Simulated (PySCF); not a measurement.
## Working out the ionisation energy of Ne

Ne [Ne] (1S) → Ne⁺ [He] 2s2 2p5 (2P). Computed with PySCF 2.14 in cc-pVTZ-DK, with scalar relativity by spin-free X2C-1e. Frozen: 1s2. Energies in hartree (1 hartree = 27.21139 eV):

```
            part   Ne (lower)  Ne⁺ (upper)
             UHF  -128.668752  -127.946528
CCSD correlation    -0.266618    -0.208518
             (T)    -0.004255    -0.002509
```

What does Hartree-Fock give?

(-127.946528) − (-128.668752) = 0.722224 hartree = 19.653 eV.

What do CCSD and CCSD(T) give?

The CCSD correlation energies differ by 0.058100 hartree = 1.581 eV and the triples by 0.001746 hartree = 0.048 eV, so CCSD gives 21.234 eV and CCSD(T) 21.282 eV.

Measured between the centres of the two terms (NIST): 21.597 eV, so CCSD(T) (valence) is off by -0.315 eV.

What remains against the reference includes basis incompleteness, the frozen core and higher excitations.
